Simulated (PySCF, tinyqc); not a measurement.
Worked calculation: coupled-perturbed Hartree-Fock on RHF in the sto-3g basis, for LiH, spin multiplicity 1. The lowest restricted solution is unstable here: a spin-polarised one lies 0.0040 hartree lower (PySCF). Computed by tinyqc, a small Python program that keeps every step (integrals from PySCF). Settings: charge = 0, multiplicity = 1, basis = sto-3g, method = RHF, energy threshold = 1e-10, iteration cap = 89, orthogonalisation = canonical, start = core, DIIS depth = 6. Command: `OMP_NUM_THREADS=1 python tinyqc.py 20676 20677 out.jsonl` (the two numbers bound the seeds that draw the settings). One thread of a shared host (Intel(R) Xeon(R) Processor @ 2.60GHz), about 0.2 s of CPU time with the checks. The early iterations of the SCF are left out here.

## One-electron integrals

Geometry (angstrom):
```
atom         x         y         z
Li    0.000000  0.000000  0.000000
H     0.000000  0.000000  2.180000
```

Basis sto-3g: exponents (1/bohr^2) and contraction coefficients of normalised primitives:
```
element  l (shell)   exponent  coefficient
Li           s (1)  16.119575     0.154329
Li           s (1)   2.936201     0.535328
Li           s (1)   0.794651     0.444635
Li           s (2)   0.636290    -0.099967
Li           s (2)   0.147860     0.399513
Li           s (2)   0.048089     0.700115
Li           p (3)   0.636290     0.155916
Li           p (3)   0.147860     0.607684
Li           p (3)   0.048089     0.391957
H            s (1)   3.425251     0.154329
H            s (1)   0.623914     0.535328
H            s (1)   0.168855     0.444635
```

Overlap, kinetic and nuclear-attraction integrals over the contracted functions; the nuclear repulsion is the sum of Za Zb / Rab.

nuclear repulsion = 0.72822552 hartree

overlap S, order 1Li 1s, 1Li 2s, 1Li 2px, 1Li 2py, 1Li 2pz, 2H 1s:
$$\begin{pmatrix}
1.000000 & 0.241137 & 0.000000 & 0.000000 & 0.000000 & 0.018196 \\
0.241137 & 1.000000 & 0.000000 & 0.000000 & 0.000000 & 0.259216 \\
0.000000 & 0.000000 & 1.000000 & 0.000000 & 0.000000 & 0.000000 \\
0.000000 & 0.000000 & 0.000000 & 1.000000 & 0.000000 & 0.000000 \\
0.000000 & 0.000000 & 0.000000 & 0.000000 & 1.000000 & 0.375773 \\
0.018196 & 0.259216 & 0.000000 & 0.000000 & 0.375773 & 1.000000
\end{pmatrix}$$

kinetic energy T (hartree), order 1Li 1s, 1Li 2s, 1Li 2px, 1Li 2py, 1Li 2pz, 2H 1s:
$$\begin{pmatrix}
3.576786 & -0.020237 & 0.000000 & 0.000000 & 0.000000 & -0.007181 \\
-0.020237 & 0.102163 & 0.000000 & 0.000000 & 0.000000 & 0.012420 \\
0.000000 & 0.000000 & 0.319682 & 0.000000 & 0.000000 & 0.000000 \\
0.000000 & 0.000000 & 0.000000 & 0.319682 & 0.000000 & 0.000000 \\
0.000000 & 0.000000 & 0.000000 & 0.000000 & 0.319682 & 0.052841 \\
-0.007181 & 0.012420 & 0.000000 & 0.000000 & 0.052841 & 0.760032
\end{pmatrix}$$

nuclear attraction V (hartree), order 1Li 1s, 1Li 2s, 1Li 2px, 1Li 2py, 1Li 2pz, 2H 1s:
$$\begin{pmatrix}
-8.225623 & -1.022877 & 0.000000 & 0.000000 & -0.008676 & -0.073842 \\
-1.022877 & -1.440107 & 0.000000 & 0.000000 & -0.088930 & -0.407894 \\
0.000000 & 0.000000 & -1.408018 & 0.000000 & 0.000000 & 0.000000 \\
0.000000 & 0.000000 & 0.000000 & -1.408018 & 0.000000 & 0.000000 \\
-0.008676 & -0.088930 & 0.000000 & 0.000000 & -1.475388 & -0.597650 \\
-0.073842 & -0.407894 & 0.000000 & 0.000000 & -0.597650 & -1.954737
\end{pmatrix}$$

core Hamiltonian H = T + V (hartree), order 1Li 1s, 1Li 2s, 1Li 2px, 1Li 2py, 1Li 2pz, 2H 1s:
$$\begin{pmatrix}
-4.648837 & -1.043114 & 0.000000 & 0.000000 & -0.008676 & -0.081023 \\
-1.043114 & -1.337944 & 0.000000 & 0.000000 & -0.088930 & -0.395474 \\
0.000000 & 0.000000 & -1.088336 & 0.000000 & 0.000000 & 0.000000 \\
0.000000 & 0.000000 & 0.000000 & -1.088336 & 0.000000 & 0.000000 \\
-0.008676 & -0.088930 & 0.000000 & 0.000000 & -1.155707 & -0.544809 \\
-0.081023 & -0.395474 & 0.000000 & 0.000000 & -0.544809 & -1.194705
\end{pmatrix}$$

## Two-electron integrals

Functions are numbered as in S; the eight-fold symmetry (ij|kl) = (ji|kl) = (kl|ij) leaves the list below.

Two-electron integrals (ij|kl) in chemists' order, unique and non-zero (hartree):
```
(11|11) 1.680395   (21|11) 0.265420   (21|21) 0.049941   (22|11) 0.397727
(22|21) 0.092860   (22|22) 0.290562   (31|31) 0.008981   (32|31) 0.013788
(32|32) 0.064184   (33|11) 0.396640   (33|21) 0.092880   (33|22) 0.290497
(33|33) 0.312946   (41|41) 0.008981   (42|41) 0.013788   (42|42) 0.064184
(43|43) 0.016869   (44|11) 0.396640   (44|21) 0.092880   (44|22) 0.290497
(44|33) 0.279207   (44|44) 0.312946   (51|51) 0.008981   (52|51) 0.013788
(52|52) 0.064184   (53|53) 0.016869   (54|54) 0.016869   (55|11) 0.396640
(55|21) 0.092880   (55|22) 0.290497   (55|33) 0.279207   (55|44) 0.279207
(55|55) 0.312946   (61|11) 0.019008   (61|21) 0.003620   (61|22) 0.006941
(61|33) 0.006855   (61|44) 0.006855   (61|51) 0.000477   (61|52) 0.000932
(61|55) 0.007115   (61|61) 0.000292   (62|11) 0.078349   (62|21) 0.018675
(62|22) 0.066506   (62|33) 0.062620   (62|44) 0.062620   (62|51) 0.002869
(62|52) 0.020992   (62|55) 0.074218   (62|61) 0.001654   (62|62) 0.030506
(63|31) 0.001089   (63|32) 0.005967   (63|53) 0.002786   (63|63) 0.001585
(64|41) 0.001089   (64|42) 0.005967   (64|54) 0.002786   (64|64) 0.001585
(65|11) 0.107829   (65|21) 0.025855   (65|22) 0.094474   (65|33) 0.087984
(65|44) 0.087984   (65|51) 0.004407   (65|52) 0.032437   (65|55) 0.107367
(65|61) 0.002338   (65|62) 0.046395   (65|65) 0.070974   (66|11) 0.242681
(66|21) 0.058491   (66|22) 0.229550   (66|33) 0.210381   (66|44) 0.210381
(66|51) 0.008617   (66|52) 0.082810   (66|55) 0.267770   (66|61) 0.005221
(66|62) 0.138959   (66|65) 0.216892   (66|66) 0.774606
```

## Orthogonalisation

S = U s U^T; canonical form X = U s^(-1/2), so that X^T S X = 1. Each column of U has its largest component positive (the first on a tie).

eigenvalues of S: [0.524909, 0.805663, 1.000000, 1.000000, 1.182714, 1.486714]

X, order 1Li 1s, 1Li 2s, 1Li 2px, 1Li 2py, 1Li 2pz, 2H 1s:
$$\begin{pmatrix}
0.297015 & 0.755575 & 0.000000 & 0.000000 & 0.598822 & 0.216427 \\
-0.654912 & -0.589228 & 0.000000 & 0.000000 & 0.470738 & 0.395933 \\
0.000000 & 0.000000 & -0.111353 & 0.993781 & 0.000000 & 0.000000 \\
0.000000 & 0.000000 & 0.993781 & 0.111353 & 0.000000 & 0.000000 \\
-0.730855 & 0.504919 & 0.000000 & 0.000000 & -0.463244 & 0.418525 \\
0.924022 & -0.261126 & 0.000000 & 0.000000 & -0.225246 & 0.542087
\end{pmatrix}$$

Within a degenerate level the vectors are fixed only up to a rotation; this is one choice.

## Iteration 8 (converged): orbitals

converged F (hartree), order 1Li 1s, 1Li 2s, 1Li 2px, 1Li 2py, 1Li 2pz, 2H 1s:
$$\begin{pmatrix}
-2.364741 & -0.642811 & 0.000000 & 0.000000 & 0.014002 & -0.050313 \\
-0.642811 & -0.208769 & 0.000000 & 0.000000 & -0.062158 & -0.194803 \\
0.000000 & 0.000000 & 0.160275 & 0.000000 & 0.000000 & 0.000000 \\
0.000000 & 0.000000 & 0.000000 & 0.160275 & 0.000000 & 0.000000 \\
0.014002 & -0.062158 & 0.000000 & 0.000000 & 0.058071 & -0.191304 \\
-0.050313 & -0.194803 & 0.000000 & 0.000000 & -0.191304 & -0.077904
\end{pmatrix}$$

Diagonalise F' = X^T F X, C = X C', fill 2 alpha and 2 beta electrons from the bottom; D = 2 C_occ C_occ^T. Each column has its largest component positive (the first on a tie).

F' = X^T F X (hartree):
$$\begin{pmatrix}
0.317382 & -0.279387 & 0.000000 & 0.000000 & -0.251212 & -0.123056 \\
-0.279387 & -0.782615 & 0.000000 & 0.000000 & -1.051290 & -0.383017 \\
0.000000 & 0.000000 & 0.160275 & 0.000000 & 0.000000 & 0.000000 \\
0.000000 & 0.000000 & 0.000000 & 0.160275 & 0.000000 & 0.000000 \\
-0.251212 & -1.051290 & 0.000000 & 0.000000 & -1.213821 & -0.543909 \\
-0.123056 & -0.383017 & 0.000000 & 0.000000 & -0.543909 & -0.466675
\end{pmatrix}$$

orbital energies (hartree): MO1 -2.367206, MO2 -0.234708, MO3 0.070499, MO4 0.160275, MO5 0.160275, MO6 0.385686

coefficients C, order 1Li 1s, 1Li 2s, 1Li 2px, 1Li 2py, 1Li 2pz, 2H 1s:
$$\begin{pmatrix}
0.991490 & -0.148956 & -0.215532 & 0.000000 & 0.000000 & 0.113343 \\
0.033254 & 0.501984 & 0.799283 & 0.000000 & 0.000000 & -0.512356 \\
0.000000 & 0.000000 & 0.000000 & 0.150282 & 0.988643 & 0.000000 \\
0.000000 & 0.000000 & 0.000000 & 0.988643 & -0.150282 & 0.000000 \\
-0.004411 & 0.324459 & -0.588932 & 0.000000 & 0.000000 & -0.852477 \\
-0.001603 & 0.598474 & -0.208363 & 0.000000 & 0.000000 & 0.930059
\end{pmatrix}$$

D after iteration 8, order 1Li 1s, 1Li 2s, 1Li 2px, 1Li 2py, 1Li 2pz, 2H 1s:
$$\begin{pmatrix}
2.010479 & -0.083606 & 0.000000 & 0.000000 & -0.105406 & -0.181472 \\
-0.083606 & 0.506187 & 0.000000 & 0.000000 & 0.325453 & 0.600742 \\
0.000000 & 0.000000 & 0.000000 & 0.000000 & 0.000000 & 0.000000 \\
0.000000 & 0.000000 & 0.000000 & 0.000000 & 0.000000 & 0.000000 \\
-0.105406 & 0.325453 & 0.000000 & 0.000000 & 0.210587 & 0.388375 \\
-0.181472 & 0.600742 & 0.000000 & 0.000000 & 0.388375 & 0.716347
\end{pmatrix}$$

Within a degenerate level the vectors are fixed only up to a rotation; this is one choice.

## Convergence

Stop when the energy changes by less than 1e-10 hartree and every element of the error matrix X^T (F D S - S D F) X is below 3e-06.

Course of the cycle:
```
iteration  E (hartree)     change  largest element of the error matrix
1          -7.77514795          -                             1.64e-01
2          -7.80912024  -3.40e-02                             1.72e-02
3          -7.81008025  -9.60e-04                             7.14e-03
4          -7.81032423  -2.44e-04                             3.13e-03
5          -7.81038915  -6.49e-05                             9.20e-05
6          -7.81038917  -1.61e-08                             2.10e-05
7          -7.81038917  -1.52e-09                             1.56e-06
8          -7.81038917  -1.43e-11                             4.68e-09
```

PySCF RHF in the same basis = -7.81038917 hartree

Converged in 8 iterations.

## Integrals over molecular orbitals

(pq|rs) = sum C_ip C_jq C_kr C_ls (ij|kl), one index at a time.

one-electron integrals over orbitals h = C^T H C (hartree):
$$\begin{pmatrix}
-4.639941 & 0.095557 & 0.161366 & 0.000000 & 0.000000 & -0.052339 \\
0.095557 & -1.296759 & 0.012853 & 0.000000 & 0.000000 & 0.045634 \\
0.161366 & 0.012853 & -1.091766 & 0.000000 & 0.000000 & 0.019424 \\
0.000000 & 0.000000 & 0.000000 & -1.088336 & 0.000000 & 0.000000 \\
0.000000 & 0.000000 & 0.000000 & 0.000000 & -1.088336 & 0.000000 \\
-0.052339 & 0.045634 & 0.019424 & 0.000000 & 0.000000 & -1.015373
\end{pmatrix}$$

Two-electron integrals over orbitals (pq|rs), unique and non-zero (hartree):
```
(11|11) 1.659308    (21|11) -0.098176   (21|21) 0.010054    (22|11) 0.311741
(22|21) 0.002619    (22|22) 0.448624    (31|11) -0.141888   (31|21) 0.010625
(31|22) -0.011012   (31|31) 0.022035    (32|11) 0.029161    (32|21) -0.002546
(32|22) -0.060550   (32|31) -0.000247   (32|32) 0.022418    (33|11) 0.390571
(33|21) -0.008752   (33|22) 0.212788    (33|31) 0.000845    (33|32) 0.014990
(33|33) 0.327528    (41|41) 0.009806    (42|41) 0.007265    (42|42) 0.021128
(43|41) 0.010391    (43|42) 0.020439    (43|43) 0.041385    (44|11) 0.396342
(44|21) -0.003577   (44|22) 0.243430    (44|31) -0.005068   (44|32) 0.014369
(44|33) 0.279335    (44|44) 0.312946    (51|51) 0.009806    (52|51) 0.007265
(52|52) 0.021128    (53|51) 0.010391    (53|52) 0.020439    (53|53) 0.041385
(54|54) 0.016869    (55|11) 0.396342    (55|21) -0.003577   (55|22) 0.243430
(55|31) -0.005068   (55|32) 0.014369    (55|33) 0.279335    (55|44) 0.279207
(55|55) 0.312946    (61|11) 0.068452    (61|21) -0.009103   (61|22) -0.007345
(61|31) -0.004453   (61|32) 0.002772    (61|33) 0.011731    (61|44) 0.001595
(61|55) 0.001595    (61|61) 0.010769    (62|11) -0.080986   (62|21) 0.001423
(62|22) 0.107235    (62|31) 0.004239    (62|32) -0.045500   (62|33) -0.018438
(62|44) -0.037951   (62|55) -0.037951   (62|61) 0.001038    (62|62) 0.131016
(63|11) 0.024051    (63|21) -0.002218   (63|22) -0.058739   (63|31) 0.003964
(63|32) 0.018384    (63|33) 0.036794    (63|44) 0.008559    (63|55) 0.008559
(63|61) 0.004503    (63|62) -0.040065   (63|63) 0.031945    (64|41) -0.005790
(64|42) -0.018308   (64|43) -0.011773   (64|64) 0.019118    (65|51) -0.005790
(65|52) -0.018308   (65|53) -0.011773   (65|65) 0.019118    (66|11) 0.351322
(66|21) 0.000719    (66|22) 0.420100    (66|31) -0.010627   (66|32) -0.049585
(66|33) 0.238725    (66|44) 0.257700    (66|55) 0.257700    (66|61) -0.005167
(66|62) 0.095750    (66|63) -0.046713   (66|66) 0.415345
```

## Response to a field: uncoupled start

dipole integrals <a|y|i> (bohr), order a3, a4, a5, a6:
$$\begin{pmatrix}
0.000000 & 0.000000 \\
0.203314 & 0.985178 \\
-0.030905 & -0.149755 \\
0.000000 & 0.000000
\end{pmatrix}$$

Field along y; U_ai = -mu_ai / (e_a - e_i), alpha = -4 sum U_ai mu_ai.

uncoupled U, order a3, a4, a5, a6:
$$\begin{pmatrix}
0.000000 & 0.000000 \\
-0.080441 & -2.494233 \\
0.012228 & 0.379144 \\
0.000000 & 0.000000
\end{pmatrix}$$

uncoupled polarisability = 10.123100 bohr^3

## Coupled step 1

U_ai = -(mu_ai + sum_bj [4 (ai|bj) - (ab|ij) - (aj|bi)] U_bj) / (e_a - e_i); alpha = -4 sum U_ai mu_ai.

U after step 1, order a3, a4, a5, a6:
$$\begin{pmatrix}
0.000000 & 0.000000 \\
-0.067081 & -3.626028 \\
0.010197 & 0.551186 \\
0.000000 & 0.000000
\end{pmatrix}$$

polarisability = 14.675119 bohr^3

## Coupled step 2

As before.

U after step 2, order a3, a4, a5, a6:
$$\begin{pmatrix}
0.000000 & 0.000000 \\
-0.053780 & -4.142800 \\
0.008175 & 0.629740 \\
0.000000 & 0.000000
\end{pmatrix}$$

polarisability = 16.747556 bohr^3

## Coupled polarisability

Repeat until U stops changing; compare with -d2E/dF2.

Course of the coupled iterations:
```
step  alpha (bohr^3)
0          10.123100
1          14.675119
2          16.747556
3          17.694815
4          18.128319
5          18.326785
6          18.417657
7          18.459267
8          18.478320
9          18.487044
10         18.491039
11         18.492868
...              ...
14         18.494265
15         18.494345
16         18.494382
17         18.494399
18         18.494406
19         18.494410
20         18.494412
21         18.494412
22         18.494413
23         18.494413
24         18.494413
25         18.494413
```

coupled polarisability = 18.494413 bohr^3

finite-field check, fields of +/-0.001 au = 18.494256 bohr^3
